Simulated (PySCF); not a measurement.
Ionising SO

ROHF-CCSD; S def2-TZVPPD, O def2-TZVPPD; no relativity (PySCF 2.14). Neutral (ROHF): triplet (π ↑↑), Re = 1.480 Å, ωe = 1200 cm⁻¹, De = 4.81 eV.

SO⁻ (UHF): doublet (π ↑), Re = 1.572 Å, ωe = 928 cm⁻¹. The energies at the minima are -472.79424 hartree for SO and -472.82912 for SO⁻.

Question: Work out the adiabatic electron affinity, without and with harmonic zero-point energies (1 hartree = 27.2114 eV, 1 eV = 8065.5 cm⁻¹), and the change of the bond length.

Answer: At CCSD: 0.03488 hartree = 0.949 eV between the minima; the zero-point term (1200.0 − 928.0)/2 cm⁻¹ = +0.017 eV makes it 0.966 eV. Re changes by +9.2 pm against the neutral. The electron enters a π orbital, and the longer bond of the ion fits an antibonding orbital, or a change in how ionic the bond is.

Correlated steps freeze 6 core orbitals. UHF and ROHF references stand side by side, which adds small steps between rows. States were picked by a PBE0 search and need not be the measured ground states.

Neutral and ion stand on different kinds of reference determinant, which adds to the error of the difference.
